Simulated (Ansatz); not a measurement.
in.yaml

```yaml
crystal:
  periodic: [false, false, false]
  atoms:
    - {symbol: Ga, position_ang: [0.000000, 0.014415, 1.238887]}
    - {symbol: As, position_ang: [0.000000, -0.033499, -1.189827]}
    - {symbol: H, position_ang: [0.000000, 1.367489, 2.035604]}
    - {symbol: H, position_ang: [0.000000, -1.366169, 1.989099]}
    - {symbol: H, position_ang: [0.000000, 1.491546, -1.281680]}
basis:
  gaussian: {orbitals: cc-pVTZ}
total_charge: 1
magnetization: {spin_polarized: true, initial_magnetization: 2}
hamiltonian: {xc: {name: B2PLYP}}
correlation: {electrons: outside_noble_gas}
```

```sh
$ ansatz run in.yaml --threads 2 --pin off --events-out ev --progress --plain --max-ram 24576MiB --backend cuda --devices 0, --max-vram 18GiB
```

The program prints:

```
798 factors; integrals over basis functions are off by at most 1.3e-3 eV
mean field evaluation 1: about -113235.6314 eV, gradient 8.6e0 eV
mean field evaluation 2: about -113235.6781 eV, gradient 8.5e0 eV
mean field evaluation 4: about -113236.1450 eV, gradient 1.3e0 eV
mean field evaluation 8: about -113236.1558 eV, gradient 4.5e-2 eV
mean field evaluation 16: about -113236.1559 eV, gradient 1.3e-3 eV
mean field -113236.15587625 eV, -4161.3519742291 hartree, gradient 3.2e-6 eV, S^2 2.010930; 0 other end points of the search recorded, 0 dependent functions left out
28 core orbitals not correlated: weight in the atoms' cores, before any rotation towards them, 0.996 or more for the frozen orbitals, at most 0.004 for the correlated occupied ones
reference -113236.15602813 eV, -4161.3519798103 hartree; 6, 4 occupied and 94, 96 virtual orbitals, 798 factors
second order -5.66505094 eV of doubles, -0.00000000 eV of singles
Total energy: -113237.68559188 eV, -4161.4081902415 hartree
```

Ran on 2 threads of AMD EPYC 7R13 with a shared H100 80 GB, shared host: 9.5 s wall, 0.8 GiB peak host memory.
